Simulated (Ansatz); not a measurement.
## Other spins and charges of Ge–PH2, quartet at one geometry

Geometry (PBE0/def2-TZVP stationary point for this spin, not checked as a minimum):

```xyz
4

Ge    0.0000    0.0000    0.8205
P     0.0000    0.0000   -1.7495
H     0.0000    1.0658   -2.6836
H     0.0000   -1.0658   -2.6836
```

Basis cc-pVTZ; Ansatz 0.2.0. Only valence electrons are correlated (noble-gas cores and the filled d shells of p-block atoms frozen). Prefix R: restricted or restricted open-shell reference; prefix U: unrestricted. Active spaces: valence = (11e, 10o) chosen from the atoms' valence shells. No spin–orbit coupling is included, and no scalar relativity.

Gaps are energies of the second state less the first, at fixed atoms, for a selection of the levels run; each method lands on the state that its own search finds for that charge and spin.

Unrestricted rows (U, and Kohn–Sham where it breaks symmetry) aren't spin-pure: their determinants' ⟨S²⟩ exceeds S(S+1) by up to 0.69, so they mix in states of higher spin. A value is left out where its run failed or describes another state than the reference as far as symmetry and spin tell, or, spin-broken singlets apart, can't be checked.

PBE gives 6.621 eV for removing an electron, to the triplet. Estimate what UCCSDT(Q) gives in cc-pVTZ.

UCCSDT(Q) in cc-pVTZ gives 6.628 eV, so against it PBE is off by -0.007 eV.

```
                   level  gap (eV)  error (meV)
                    UMP2     6.591          -37
                   UCCSD     6.596          -32
                UCCSD(T)     6.624           -4
                  UCCSDT     6.627           -1
  CASSCF (valence space)     5.764         -864
  NEVPT2 (valence space)     6.405         -223
  MRCISD (valence space)     6.449         -179
MRCISD+Q (valence space)     6.585          -43
                    PBE0     6.695           67
                 RPA-PBE     6.794          166
```

PBE gives -1.501 eV for doublet less quartet. Estimate what UCCSDT(Q) gives in cc-pVTZ.

UCCSDT(Q) in cc-pVTZ gives -1.403 eV, so against it PBE is off by -0.098 eV.

```csv
level,gap (eV),error (meV),⟨S²⟩ where 0.1 over S(S+1) (first / second)
UHF,-0.556,847,– / 1.44
UMP2,-0.966,437,– / 1.44
BCCD(T),-1.366,37,– / –
CASSCF (valence space),-1.311,92,– / –
MRCISD (valence space),-1.391,12,– / –
MRCISD+Q (valence space),-1.407,-4,– / –
B3LYP,-1.447,-44,– / –
wB97M-V,-1.336,67,– / –
B2PLYP,-1.407,-4,– / 0.86
RPA-PBE,-1.463,-60,– / –
```

Functionals correlate the shells that the reference freezes, so part of their error here is the reference's.

Full CI isn't at hand for all of this; UCCSDT(Q) serves as the reference, and is uncertain by about the last step of the cluster series. The frozen core follows each run's orbitals, which can shift R against U totals by a few meV for light atoms and by up to 0.1 eV past Ca.
